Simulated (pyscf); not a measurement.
Structures and frequencies: ωB97X-D3(BJ)/def2-SVP in PySCF. Correlated levels are frozen-core, on RHF or UHF. ΔMP2 is the change of the MP2 total energy from the triple- to the quadruple-zeta basis.

Problem. What is the homolytic dissociation enthalpy (298 K, CCSD(T)/def2-TZVPP + ΔMP2(QZVPP)) of the O–P bond of `[OH][PH][InH2]`, to OH• + •HP–InH₂?

Solution. O–P to OH• + •HP–InH₂: 84.5 kcal/mol. The radicals are drawn with the spin at the cut bond; how far it spreads was not checked. •HP–InH₂ lies 14.9 kcal/mol over its isomer [H₂P–InH]•, and others may lie lower still (electronic energy, ωB97M-D3(BJ)). The CCSD(T) − MP2 part came from Ansatz, without density fitting, on the same reference. The frozen core leaves the outer d or s,p core shells of the metals and heavy elements correlated in the MP2 and CC values, and def2-TZVPP describes them poorly, which can shift differences by a few kcal/mol. Left out: the spin-orbit lowering of OH. Elements past Kr carry the def2 core potentials, without spin-orbit coupling.
